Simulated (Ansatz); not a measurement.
C4H8O can be A, `C1CCOC1`, or B, `OC1CCC1`.

Computed with Ansatz on PBE0-D4/def2-TZVP structures; ΔE is electronic, products minus reactants. CCSD(T)/CBS adds triple-zeta CCSD(T) − MP2 to the extrapolated MP2 energy (def2 sets, frozen cores). Functionals use def2-TZVPP. One conformer a species, not always the lowest.

(1) Which isomer does CCSD(T)/CBS put lower? Give the gap. (Best estimate.)

(2) Give E(B) − E(A) in kJ/mol with ωB97M-V, CCSD/def2-TZVPP, CCSD(T)/def2-SVP, r2SCAN-D4, MP2/def2-TZVPP, PBE0-D4, BLYP-D4. (Estimate.)

(3) Does the order hold for the free energy at 298.15 K (harmonic terms from PBE0-D4)? (Best estimate.)

Largest T1 diagnostic: 0.010.

## Answers

(1) Ansatz gave: A, by 40.3 kJ/mol.

(2) Computed: ωB97M-V 40.6, CCSD/def2-TZVPP 42.5, CCSD(T)/def2-SVP 45.3, r2SCAN-D4 44.9, MP2/def2-TZVPP 38.7, PBE0-D4 41.6, BLYP-D4 45.3. None reverses the order clearly.

(3) The calculation gave: Yes: G(B) − G(A) = +35.7 kJ/mol, for one conformer each.

From BLYP to BHLYP (50 % exact exchange), in def2-TZVPP and without D4, E(B) − E(A) moves by +5.3 kJ/mol. At CCSD(T), def2-SVP lies +5.0 kJ/mol from the extrapolated value and def2-TZVPP +1.5 kJ/mol.
